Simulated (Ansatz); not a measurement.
# How far each method lies from full CI for AsH⁺, quartet

Geometry: that of the AsH, triplet, kept fixed. The doublet lies 1.7 eV lower here.

```xyz
2

As    0.0000    0.0000    0.0000
H     0.0000    0.0000    1.5314
```

Basis aug-cc-pVDZ; Ansatz 0.2.0. Only valence electrons are correlated (noble-gas cores and the filled d shells of p-block atoms frozen), which leaves 5 electrons in 31 orbitals. R marks a restricted (for open shells ROHF) determinant, U an unrestricted one. Active spaces: valence = (5e, 5o) chosen from the atoms' valence shells. No spin–orbit coupling is included, and no scalar relativity.

Full CI is exact within this basis and frozen core; it isn't the basis-set limit. The frozen core follows each run's orbitals, which can shift R against U totals by a few meV for light atoms and by up to 0.1 eV past Ca.

For open shells CISD and CISDTQ are restricted-active-space CI with the open shells as a complete middle space.

```
UHF ⟨S²⟩                          : 3.758
T1 diagnostic (RCCSD)             : 0.0260
largest doubles amplitude (RCCSD) : 0.077
```

| level | E − E(RHF) (eV) |
| --- | --- |
| RMP2 | -1.5450 |
| RCCSD | -2.0044 |
| RCCSD(T) | -2.0488 |

Problem. Estimate how far full CI in aug-cc-pVDZ lies from RCCSD(T). The table doesn't fix it; the size of (T) and the diagnostics are the guide.

Solution. Full CI in aug-cc-pVDZ lies 0.50 mEh below RCCSD(T), which is 30 % of the (T) step (-1.63 mEh). The diagnostics give no warning, yet the rest is a sizeable part of (T).

The other levels:

```
                   level  E − E(full CI) (mEh)  share of correlation (%)  wall time
                    CISD                  1.80                     97.63      3.2 s
                 BCCD(T)                  0.51                     99.32      3.5 s
                  RCCSDT                  0.03                     99.96          –
                  CISDTQ                  0.00                     99.99       21 s
               RCCSDT(Q)                 -0.01                    100.02      8.5 s
  CASSCF (valence space)                 55.30                     27.04          –
  NEVPT2 (valence space)                 14.33                     81.09      4.2 s
  MRCISD (valence space)                  2.32                     96.93          –
MRCISD+Q (valence space)                  0.42                     99.45      4.7 s
```

The correlation energy at full CI, counted from RHF, is -2.062 eV. That run took 35 s on 1 thread of Intel Xeon, shared host over 243,572 determinants.

Run but not shown, since their state or frozen core can't be matched to the reference's or they repeat it: UHF, UMP2, UCCSD, UCCSD(T), UCCSDT, UCCSDT(Q).

Times hold each run's SCF and search for its determinant on a shared host, so for small cases they say little of a method's own cost; they ran on 1 thread of Intel Xeon.

The full-CI state has the irrep A2 of C2v, in the program's axes (one component, if the state is degenerate).

Natural occupations of full CI about the gap: 1.945 0.998 0.989 0.989 0.027 0.009 0.009 0.008 0.008 0.005; effectively unpaired electrons, Σ n²(2−n)², 3.02.
